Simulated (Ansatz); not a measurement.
Crystal: Cl2O3, cubic X2O3 (oxygen-deficient fluorite) type, 10 atoms in the cell.

Space group Pn-3m, simple cubic cell, positions in fractions of the edge: Cl (0.25 0.25 0.25), (0.75 0.75 0.25), (0.75 0.25 0.75), (0.25 0.75 0.75); O (0.5 0 0), (0 0.5 0), (0 0 0.5), (0.5 0.5 0), (0.5 0 0.5), (0 0.5 0.5).

These are results of PBE, plane waves, PAW datasets (generated soft set 1) (Ansatz 0.2.0 development build), not measurements.

Cutoff 420 eV; k-mesh 7×7×7 Γ-centred; Fermi–Dirac smearing of 0.0612 eV; no spin polarisation.

The fit to the energies gives V₀ = 13.520 Å³/atom (a₀ = 5.132 Å), B₀ = 82.5 GPa, B₀′ = 4.75.

(1) What pressure does the program print at V = 13.255 Å³/atom, and how far above the lowest computed point (V = 13.525 Å³/atom) does the energy lie?

Results:

(1) 1.71 GPa and 1.39 meV/atom. All points:

| V (Å³/atom) | a (Å) | E − E(min) (meV/atom) | P (GPa) |
| --- | --- | --- | --- |
| 12.714 | 5.0283 | 13.91 | 5.85 |
| 12.984 | 5.0638 | 5.89 | 3.67 |
| 13.255 | 5.0987 | 1.39 | 1.71 |
| 13.525 | 5.1331 | 0.00 | -0.03 |
| 13.796 | 5.1671 | 1.39 | -1.59 |
| 14.066 | 5.2007 | 5.29 | -2.98 |
| 14.337 | 5.2338 | 11.36 | -4.21 |

The published all-electron PBE values for this crystal (mean of FLEUR and WIEN2k, k-spacing 0.06 Å⁻¹; Bosoni et al., Nat. Rev. Phys. 6, 45 (2024)) are V₀ = 13.525 Å³/atom, B₀ = 82.5 GPa, B₀′ = 4.62. This run's mesh is coarser (spacing 0.17 Å⁻¹), so part of any difference comes from k-sampling.

The stress includes the program's correction for the finite plane-wave basis.

This cubic structure is a model: it isn't the usual form of the substance at ambient conditions, and such phases are metastable or hypothetical. The k-mesh is modest, so these values aren't fully converged in k.
